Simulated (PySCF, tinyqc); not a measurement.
RHF in the sto-3g basis, for CH2, spin multiplicity 1, step by step. This run ends on a higher stationary point, not on the lowest solution. The lowest restricted solution is unstable here: a spin-polarised one lies 0.0188 hartree lower (PySCF). One step of it, computed by the program tinyqc.

Problem. Iteration 20 (converged): orbitals. Diagonalise F' = X^T F X, C = X C', fill 4 alpha and 4 beta electrons from the bottom; D = 2 C_occ C_occ^T. Each column has its largest component positive (the first on a tie).

converged F (hartree), lower triangle:
```
             1C 1s      1C 2s     1C 2px     1C 2py     1C 2pz      2H 1s      3H 1s
1C 1s   -10.889013
1C 2s    -2.936915  -1.296611
1C 2px    0.000000   0.000000  -0.189496
1C 2py    0.000000   0.000000   0.000000  -0.025770
1C 2pz    0.009060  -0.092293   0.000000   0.000000   0.249634
2H 1s    -0.386253  -0.476929   0.000000  -0.283732  -0.136586  -0.253008
3H 1s    -0.386253  -0.476929   0.000000   0.283732  -0.136586  -0.077356  -0.253008
```

X:
```
                1          2          3         4          5          6         7
1C 1s   -0.357740   0.000000   0.736600  0.000000  -0.599406   0.000000  0.209951
1C 2s    0.977580   0.000000  -0.348904  0.000000  -0.321664   0.000000  0.463295
1C 2px   0.000000   0.000000   0.000000  1.000000   0.000000   0.000000  0.000000
1C 2py   0.000000   0.900941   0.000000  0.000000   0.000000   0.636622  0.000000
1C 2pz   0.522179   0.000000   0.641624  0.000000   0.615937   0.000000  0.245420
2H 1s   -0.673184  -0.707955  -0.200206  0.000000   0.164597   0.405081  0.375791
3H 1s   -0.673184   0.707955  -0.200206  0.000000   0.164597  -0.405081  0.375791
```

Give: F' = X^T F X; orbital energies; coefficients C; D after iteration 20.

Solution.

F' = X^T F X (hartree), lower triangle:
```
         1       2        3        4        5        6        7
1   0.1680
2   0.0000  0.5269
3   1.2221  0.0000  -4.2655
4   0.0000  0.0000   0.0000  -0.1895
5  -0.9721  0.0000   4.7156   0.0000  -4.8742
6   0.0000  0.1346   0.0000   0.0000   0.0000  -0.3608
7   0.4211  0.0000  -2.2094   0.0000   2.6708   0.0000  -1.9324
```

orbital energies (hartree): MO1 -10.8949, MO2 -0.6652, MO3 -0.3807, MO4 -0.1895, MO5 0.1128, MO6 0.5432, MO7 0.5469

coefficients C:
```
            MO1      MO2      MO3     MO4      MO5      MO6      MO7
1C 1s    0.9933  -0.2247   0.0000  0.0000  -0.1528  -0.1159   0.0000
1C 2s    0.0270   0.7567   0.0000  0.0000   0.6812   0.5985   0.0000
1C 2px   0.0000   0.0000   0.0000  1.0000   0.0000   0.0000   0.0000
1C 2py   0.0000   0.0000   0.4975  0.0000   0.0000   0.0000   0.9846
1C 2pz   0.0013   0.0741   0.0000  0.0000  -0.5689   0.8915   0.0000
2H 1s   -0.0046   0.2748   0.5046  0.0000  -0.4412  -0.6256  -0.6409
3H 1s   -0.0046   0.2748  -0.5046  0.0000  -0.4412  -0.6256   0.6409
```

D after iteration 20, lower triangle:
```
          1C 1s   1C 2s  1C 2px   1C 2py  1C 2pz    2H 1s   3H 1s
1C 1s    2.0743
1C 2s   -0.2864  1.1467
1C 2px   0.0000  0.0000  2.0000
1C 2py   0.0000  0.0000  0.0000   0.4951
1C 2pz  -0.0308  0.1123  0.0000   0.0000  0.0110
2H 1s   -0.1327  0.4157  0.0000   0.5021  0.0407   0.6603
3H 1s   -0.1327  0.4157  0.0000  -0.5021  0.0407  -0.3581  0.6603
```
